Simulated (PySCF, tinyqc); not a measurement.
Inside a calculation. Method: CISD on RHF in the sto-3g basis, for HF, spin multiplicity 1. The lowest restricted solution is unstable here: a spin-polarised one lies 0.0332 hartree lower (PySCF). One step of it, computed by the program tinyqc.

Problem. CISD: roots. Diagonalise (each vector has its largest component positive (the first on a tie)); all determinants have Ms = 0, so triplets appear too. The lowest singlet root is the correlation energy.

Occupation strings over the orbitals (2 doubly, a alpha, b beta, 0 empty; spin orbitals ordered 1a 1b 2a 2b ...): 222220 2222ab 2a222b a2222b 2222ba 2b222a b2222a 222202 2a22b2 a222b2 222022 220222 2b22a2 202222 ab2222 b222a2 ba2222 022222

H - E(HF) between determinants (hartree), lower triangle:
```
           222220     2222ab     2a222b     a2222b     2222ba     2b222a     b2222a     222202
222220   0.000000
2222ab   0.000000   0.324987
2a222b   0.000000  -0.008836   1.142741
a2222b   0.000000  -0.011878   0.028263  25.404731
2222ba   0.000000  -0.253377  -0.027185   0.003888   0.324987
2b222a   0.000000  -0.027185  -0.091316  -0.019607  -0.008836   1.142741
b2222a   0.000000   0.003888  -0.019607  -0.017985  -0.011878   0.028263  25.404731
222202   0.253377   0.053878  -0.067545  -0.001186  -0.053878   0.067545   0.001186   0.684822
2a22b2  -0.027185   0.067545  -0.233172   0.007330  -0.026628   0.085252   0.019905   0.051483
a222b2   0.003888   0.001186   0.007330  -0.414516  -0.009659   0.022323   0.013334   0.021098
222022   0.028110   0.024210   0.022139   0.005361  -0.024210  -0.022139  -0.005361   0.031972
220222   0.028110   0.024210   0.022139   0.005361  -0.024210  -0.022139  -0.005361   0.031972
2b22a2   0.027185  -0.026628   0.085252   0.019905   0.067545  -0.233172   0.007330  -0.051483
202222   0.091316   0.085252   0.020079  -0.003311  -0.085252  -0.020079   0.003311   0.123512
ab2222  -0.019607  -0.019905   0.003311  -0.072384   0.022323  -0.008701   0.012851  -0.020433
b222a2  -0.003888  -0.009659   0.022323   0.013334   0.001186   0.007330  -0.414516  -0.021098
ba2222   0.019607   0.022323  -0.008701   0.012851  -0.019905   0.003311  -0.072384   0.020433
022222   0.017985   0.013334   0.012851  -0.086978  -0.013334  -0.012851   0.086978   0.015979

           2a22b2     a222b2     222022     220222     2b22a2     202222     ab2222     b222a2
2a22b2   1.530832
a222b2   0.028877  25.784203
222022   0.021452   0.005251   0.740589
220222   0.021452   0.005251   0.053770   0.740589
2b22a2  -0.123512  -0.020433  -0.021452  -0.021452   1.530832
202222   0.089254  -0.003706   0.191720   0.191720  -0.089254   2.576484
ab2222   0.003706  -0.143327  -0.040379  -0.040379   0.015438  -0.013465  27.007375
b222a2  -0.020433  -0.015979  -0.005251  -0.005251   0.028877   0.003706   0.011447  25.784203
ba2222   0.015438   0.011447   0.040379   0.040379   0.003706   0.013465  -0.081432  -0.143327
022222   0.011447  -0.055501   0.029518   0.029518  -0.011447   0.081432   0.489644   0.055501

           ba2222     022222
ba2222  27.007375
022222  -0.489644  55.196465
```

Give: lowest roots of this matrix, relative to E(HF); lowest vectors; <S^2> of these roots; weight of the ground state by excitation level 0, 1, 2, ....

Solution.

lowest roots of this matrix, relative to E(HF) (hartree): -0.088  0.069  0.541  0.687  0.708  0.800  0.998  1.078

lowest vectors:
```
        root 1  root 2  root 3  root 4
222220   0.947   0.000  -0.125   0.000
2222ab   0.026   0.706   0.668   0.000
2a222b  -0.010   0.023  -0.070   0.000
a2222b   0.000   0.000   0.001   0.000
2222ba  -0.026   0.706  -0.668   0.000
2b222a   0.010   0.023   0.070   0.000
b2222a   0.000   0.000  -0.001   0.000
222202  -0.315   0.000  -0.264   0.000
2a22b2   0.022  -0.019  -0.064   0.000
a222b2   0.000   0.000   0.000   0.000
222022  -0.017   0.000  -0.043   0.707
220222  -0.017   0.000  -0.043  -0.707
2b22a2  -0.022  -0.019   0.064   0.000
202222  -0.018   0.000  -0.019   0.000
ab2222   0.000   0.000   0.001   0.000
b222a2   0.000   0.000   0.000   0.000
ba2222   0.000   0.000  -0.001   0.000
022222   0.000   0.000   0.000   0.000
```

<S^2> of these roots: 0.000  2.000  0.000  0.000  0.000  0.000  2.000  0.000

weight of the ground state by excitation level 0, 1, 2, ...: 0.898  0.002  0.101

With one virtual orbital singles and doubles already span the full space. The reference has a weight of only 0.90: one determinant is a poor start here.
